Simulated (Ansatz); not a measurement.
**GaReSi: experiment and calculation**

**What was measured.**

“New 111-type Semiconductor ReGaSi Follows 14e- Rules”, 2017, arxiv:1703.03327 reports, for a bulk crystal of GaReSi at 300 K: lattice constant a 3.194 ± 0.001 Å; lattice constant c 8.054 ± 0.002 Å.

The runs below are set against these values where they give the same quantity.

Theory: DFT PBE, scalar-relativistic, plane waves, PAW (Ansatz 0.2.0).

Cutoff 420 eV; k points 12×12×6 on the computed 6-atom cell (Γ-centred); Gaussian smearing, width 0.01 eV; no spin polarisation.

Relaxed structure, symmetry kept:

```
CELL_PARAMETERS angstrom
3.21031 0.00000 0.00000
0.00000 3.21031 0.00000
0.00000 0.00000 8.11543
ATOMIC_POSITIONS crystal
Ga 0.50000 0.00000 0.91366
Ga 0.00000 0.50000 0.08634
Si 0.00000 0.50000 0.41552
Si 0.50000 0.00000 0.58448
Re 0.00000 0.50000 0.72877
Re 0.50000 0.00000 0.27123
```

| Item | Value |
| --- | --- |
| Space group | P4/nmm (No. 129) |
| Volume per atom | 13.94 Å³ |
| Formation energy from the elements' standard states (uncorrected) | -0.291 eV/atom |
| Kohn–Sham band gap | 0.16 eV |
| Löwdin character of the top 1 eV of the valence band | Re 5d 78 %, Ga 4p 11 % |
| Löwdin character of the lowest 1 eV of the conduction band | Re 5d 57 %, Ga 4p 16 %, Si 3p 11 %, Ga 4s 9 % |
| Bader charges (e) | Ga (2 in the cell) 0.24, Si (2 in the cell) 0.41, Re (2 in the cell) -0.65 |

Spin-orbit coupling is left out, which matters for the bands of heavy elements.

Against the measured lattice constant a of GaReSi, 3.194 Å (300 K; the paper above), the calculated 3.210 Å is off by +0.5 %. Measured lattice constant c of GaReSi: 8.054 Å (300 K; the paper above). This calculation gives 8.115 Å (+0.8 %). The calculation is for 0 K without zero-point motion.

Cost: 1 run of about 1.9 core-minutes, on Intel Xeon Platinum 8488C (Sapphire Rapids) (shared hosts).